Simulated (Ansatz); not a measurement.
```yaml
crystal:
  periodic: [false, false, false]
  atoms:
    - {symbol: Al, position_ang: [0.000000, 0.000000, 0.000000]}
    - {symbol: C, position_ang: [0.000000, 0.000000, 1.832100]}
basis:
  gaussian: {orbitals: def2-TZVP}
total_charge: 1
magnetization: {spin_polarized: true, initial_magnetization: 2}
hamiltonian: {xc: pbe0}
relax: {f_tol: 0.004, max_steps: 80}
```

```sh
$ ansatz run in.yaml --threads 1 --pin off --events-out ev --progress --plain --max-ram 2176MiB
```

Steps of the relaxation (energy above the last step; positions in Å, forces in eV/Å):

```
2
step 1, 72.4 meV
Al    0.000    0.000    0.000    0.000    0.000   -1.594
C     0.000    0.000    1.832    0.000    0.000    1.594
```

```
2
step 2, 23.1 meV
Al    0.000    0.000   -0.021    0.000    0.000   -0.832
C     0.000    0.000    1.853    0.000    0.000    0.832
```

```
2
step 3, 0.1 meV
Al    0.000    0.000   -0.048    0.000    0.000   -0.048
C     0.000    0.000    1.880    0.000    0.000    0.048
```

```
2
step 4, 0.0 meV
Al    0.000    0.000   -0.050    0.000    0.000    0.002
C     0.000    0.000    1.882    0.000    0.000   -0.002
```

Close pairs at the end: Al1–C2 1.932 Å.

A stationary point of unrestricted PBE0 after 4 steps, with ⟨S²⟩ = 2.449 against 2.00 for a pure state. 9 s on 1 thread of Intel Xeon Platinum 8488C, shared host.
